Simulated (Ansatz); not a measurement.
Relaxation of AlFH₆Si (9 atoms, charge 0, multiplicity 1), to a largest force component of 0.03 eV/Å in at most 50 steps.

Theory: Ansatz 0.2.0, RKS PBE0-D4/def2-SVP.

```xyz
9
Properties=species:S:1:pos:R:3
Al -0.016 0.412 -0.018
F -0.006 0.696 1.640
H 1.384 0.384 -0.752
H -1.427 0.308 -0.721
Si 0.124 -2.878 1.208
H -0.691 -3.374 0.061
H 1.542 -3.312 1.052
H -0.443 -3.355 2.500
H 0.085 -1.399 1.230
```

Problem. Where does it end, and by what steps?

Solution. The forces met the threshold. The force dipped under the threshold on the way, but the program's further checks kept it going. After 18 steps the energy has fallen by 0.185 eV; H3 moved furthest, 0.89 Å.

```tsv
step	energy less start (eV)	largest force component (eV/Å)	accepted
0	0.0000	0.453	yes
1	-0.0652	0.624	yes
2	-0.0965	0.573	yes
3	-0.1250	0.501	yes
4	-0.1135	0.314	no
5	-0.1372	0.112	yes
6	-0.1452	0.074	yes
7	-0.1553	0.165	yes
8	-0.1576	0.282	yes
9	-0.1609	0.303	yes
10	-0.1822	0.074	yes
11	-0.1751	0.437	no
12	-0.1839	0.049	yes
13	-0.1847	0.008	yes
14	-0.1847	0.063	no
15	-0.1849	0.012	yes
16	-0.1851	0.029	yes
17	-0.1850	0.044	no
18	-0.1852	0.021	yes
```

```xyz
9
Properties=species:S:1:pos:R:3
Al -0.067 0.183 0.149
F 0.347 1.271 1.353
H 1.128 -0.462 -0.675
H -1.590 0.123 -0.280
Si 0.165 -2.765 1.113
H -0.331 -3.001 -0.270
H 1.641 -2.909 1.217
H -0.552 -3.617 2.101
H -0.189 -1.340 1.493
```

Run time: 37 s on 1 thread of Intel(R) Xeon(R) Platinum 8488C (Sapphire Rapids) (shared host), peak memory 0.16 GiB.
